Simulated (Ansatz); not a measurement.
A run of Ansatz (development build ahead of 0.2.0) on doublet NO₂ at this shape:

```xyz
3

N     0.0000    0.0000    0.0000
O     0.0000    2.2000    0.9400
O     0.0000   -2.2000    0.9400
```

Its results:

| Quantity | Value |
| --- | --- |
| Converged | yes |
| Total energy | -204.57778 hartree |
| Spin squared of the determinant | 3.195 |
| Stability test | minimum |

(1) Which input gives this output? Name the method, the orbitals and the basis set, and write the input.

Results:

(1) PBE (unrestricted) in pcseg-2.

```yaml
crystal:
  periodic: [false, false, false]
  atoms:
    - { symbol: "N", position_ang: [0.0, 0.0, 0.0] }
    - { symbol: O, position_ang: [0.0, 2.2, 0.94] }
    - { symbol: O, position_ang: [0.0, -2.2, 0.94] }
basis:
  gaussian: { orbitals: pcseg-2 }
magnetization:
  spin_polarized: true
  initial_magnetization: 1
hamiltonian:
  xc: pbe
```

Caution: the unrestricted determinant is a mixture of spin states.
